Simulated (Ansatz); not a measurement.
# C2H5Al (SMILES C=[CH][AlH2]): the energy to break a bond

C2H5Al: 8 atoms, total charge 0, spin state singlet. As SMILES, `C=[CH][AlH2]`. Geometry: optimised at r2SCAN/def2-SVP.

```xyz
8

C    -1.0395    0.8366   -0.3600
C     0.1999    0.6445    0.1375
Al    0.9394   -1.1502    0.2646
H    -1.6625   -0.0011   -0.7043
H    -1.5005    1.8307   -0.4524
H     0.7409    1.5497    0.4548
H     2.3960   -1.4210    0.8432
H     0.0182   -2.3463   -0.2392
```

Wanted: the dissociation energy of the H5–C1 bond into doublet H and doublet C2H4Al (shapes relaxed at r2SCAN/def2-SVP, no zero-point term). 1 Eh = 2625.50 kJ/mol = 27.2114 eV. Totals in Eh; open shells run unrestricted unless said.

```tsv
level	program	C2H5Al	doublet H	doublet C2H4Al
HF/def2-TZVP	Ansatz	-320.560995	-0.499810	-319.923729
r2SCAN/def2-TZVP	Ansatz	-321.555040	-0.499927	-320.886234
B3LYP/def2-TZVP	Ansatz	-321.670227	-0.502154	-320.994063
```

**Question.** Work out the dissociation energy at each level.

**Answer.** 
1. HF/def2-TZVP: (-0.499810) + (-319.923729) − (-320.560995) = 0.137456 Eh = 360.9 kJ/mol = 3.74 eV.
2. r2SCAN/def2-TZVP: (-0.499927) + (-320.886234) − (-321.555040) = 0.168879 Eh = 443.4 kJ/mol = 4.60 eV.
3. B3LYP/def2-TZVP: (-0.502154) + (-320.994063) − (-321.670227) = 0.174010 Eh = 456.9 kJ/mol = 4.74 eV.

The levels span 361 to 457 kJ/mol; no measured value is set beside them. C2H4Al is spin-contaminated at HF/def2-TZVP (⟨S²⟩ = 0.93). Hartree–Fock lacks the correlation of the bonding electrons, so it comes out low. A bond enthalpy at 298 K also holds the loss of zero-point energy and thermal terms.
